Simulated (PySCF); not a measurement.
## Exact simulation of a proton spin system

Molecule: i-BuOMe (COCC(C)C, C5H12O).

Molfile (atoms numbered from 1):
```
C5H12O
     RDKit          3D

 18 17  0  0  0  0  0  0  0  0999 V2000
    2.5185   -0.1796   -1.1526 C   0  0  0  0  0  0  0  0  0  0  0  0
    1.5715    0.1323   -0.1833 O   0  0  0  0  0  0  0  0  0  0  0  0
    0.3259   -0.4577   -0.4088 C   0  0  0  0  0  0  0  0  0  0  0  0
   -0.6431   -0.0532    0.6895 C   0  0  0  0  0  0  0  0  0  0  0  0
   -0.7974    1.4605    0.7564 C   0  0  0  0  0  0  0  0  0  0  0  0
   -1.9808   -0.7557    0.4990 C   0  0  0  0  0  0  0  0  0  0  0  0
    2.2055    0.1522   -2.1633 H   0  0  0  0  0  0  0  0  0  0  0  0
    2.7195   -1.2690   -1.2039 H   0  0  0  0  0  0  0  0  0  0  0  0
    3.4549    0.3341   -0.8928 H   0  0  0  0  0  0  0  0  0  0  0  0
   -0.0787   -0.1465   -1.3981 H   0  0  0  0  0  0  0  0  0  0  0  0
    0.4207   -1.5644   -0.4404 H   0  0  0  0  0  0  0  0  0  0  0  0
   -0.1976   -0.3965    1.6408 H   0  0  0  0  0  0  0  0  0  0  0  0
   -1.2549    1.8478   -0.1699 H   0  0  0  0  0  0  0  0  0  0  0  0
    0.1814    1.9448    0.8778 H   0  0  0  0  0  0  0  0  0  0  0  0
   -1.4421    1.7581    1.5978 H   0  0  0  0  0  0  0  0  0  0  0  0
   -1.8678   -1.8511    0.4714 H   0  0  0  0  0  0  0  0  0  0  0  0
   -2.6749   -0.5119    1.3175 H   0  0  0  0  0  0  0  0  0  0  0  0
   -2.4608   -0.4440   -0.4438 H   0  0  0  0  0  0  0  0  0  0  0  0
  1  2  1  0
  2  3  1  0
  3  4  1  0
  4  5  1  0
  4  6  1  0
  1  7  1  0
  1  8  1  0
  1  9  1  0
  3 10  1  0
  3 11  1  0
  4 12  1  0
  5 13  1  0
  5 14  1  0
  5 15  1  0
  6 16  1  0
  6 17  1  0
  6 18  1  0
M  END
```

[PySCF 2.14: PBE0-D3(BJ)/def2-SVP structure; B3LYP/pcJ-1 coupling constants (without the spin–dipole term); σ from GIAO-B3LYP/pcSseg-1; single conformer; equivalent nuclei averaged; relativity neglected; no solvent model]

Referencing at the same level of theory: 1H (σ = 31.38 ppm) against TMS.

Shifts (ppm): H10/H11 2.82, H12 1.60, H13/H14/H15/H16/H17/H18 0.89.
Couplings (Hz): H10–H11: -9.4; H10–H12, H11–H12: 6.8; H10–H13, H10–H14, H10–H15, H11–H16, H11–H17, H11–H18: -0.2; H12–H13, H12–H14, H12–H15, H12–H16, H12–H17, H12–H18: 7.4; H13–H14, H13–H15, H14–H15, H16–H17, H16–H18, H17–H18: -13.8; H13–H16, H13–H17, H13–H18, H14–H16, H14–H17, H14–H18 …: 0.2.

The 9-spin Hamiltonian (Zeeman plus full scalar coupling among like nuclei) was diagonalised exactly; lines are Lorentzian, 0.4 Hz wide, and the maxima above 3 % are listed with the tallest set to 100.

Q: Give the 1H peak list of this spin system at 80 MHz.

A: 
δ in ppm (height): 2.863 (43), 2.780 (51), 1.693 (5), 1.611 (4), 1.606 (4), 1.595 (5), 1.510 (6), 1.427 (6), 0.930 (100), 0.846 (62), 0.840 (54), 0.829 (24), 0.821 (6)

Q: And at 800 MHz?

A: 
δ in ppm (height): 2.824 (30), 2.816 (31), 1.609 (4), 1.600 (5), 1.592 (3), 1.591 (4), 0.895 (100), 0.885 (97)

Q: Among coupled protons with different shifts, which pair is furthest from first order, and how does the field change that?

A: H12 and H13: Δν/J is about 7.7 at 80 MHz (intermediate, with clear roofing) and 76.8 at 800 MHz (close to first order). J in Hz doesn't depend on the field, while Δν in Hz grows in proportion to it.

Unscaled 3J(H,H) at this level run about 10 % above measured values. Chain 3J(H,H) values assume equally populated staggered rotamers: (2 J gauche + J anti)/3.
